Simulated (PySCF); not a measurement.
**Does the structure fit the spectrum?**

A compound C3H4 gives the data below (simulated from a calculation) and was assigned the structure `C1=CC1`.

13C{1H} NMR (computed): δ 84.3 (C), 73.8 (CH), 4.3 (CH3).

1H NMR (400 MHz, computed): δ 1.96 (d, J = 4.1 Hz, 3H), 1.18 (q, J = 4.1 Hz, 1H).

Computational details: B3LYP/pcJ-1 coupling constants, NMR shieldings at PBE0/pcSseg-1/GIAO, geometry: GFN2-xTB, in PySCF 2.14.0 with density-fitted response routines (non-relativistic Hamiltonian, one computed conformer, no solvent model, one averaged value for each set of equivalent atoms).

Shifts are taken against calculated references (same method and geometry level): 1H (σ = 31.72 ppm) and 13C (σ = 186.93 ppm) vs TMS.

(1) Compare with the shifts computed for the proposed structure, pairing carbons in order of shift.

(2) Which isomer fits?

Results:

(1) Atom-mapped SMILES (the numbers label the heavy atoms): `[CH:1]1=[CH:2][CH2:3]1`. Each H is labelled by its parent atom.

```tsv
atom	computed for proposal	given list	difference
C1	118.8	84.3	+34.5
C2	118.8	73.8	+45.0
C3	4.6	4.3	+0.3
```

The rms difference is 32.7 ppm and the largest +45.0 ppm at C2 (alkene CH). The proposal also would give 2 carbon signals, not 3. The carbon types in order of shift don't match either: CH, CH, CH2 for the proposal against C, CH, CH3 in the data. The proposal doesn't fit.

(2) propyne (C#CC).

Carbon types of the structure: 1 × C, 1 × CH, 1 × CH3, which accounts for all hydrogens. δC 84.3: alkyne carbon; sp carbons lie upfield of alkene carbons because the cylindrical π system leaves one tensor component strongly shielded. δC 73.8: terminal alkyne carbon; the triple bond shields along its axis, which puts it between sp3 and sp2 carbons. δC 4.3: propargylic methyl carbon; aliphatic region, no heteroatom directly attached. δH 1.18: hydrogen on a terminal alkyne carbon; it lies on the axis of the triple bond, in its shielding cone.

Other isomers checked: C=C=C (rms 91.5 ppm).

Splittings below 1 Hz are ignored in the labels, and close J values are merged. Shifts are as computed. Against solution values, carbons near 30 ppm lie about +3 ppm off and those near 130 ppm about +5 ppm. Of 1211 compounds with measured shifts, 218 miss one by over three times the rms of a fit or turn the order of signals round; such compounds aren't used in these exercises.
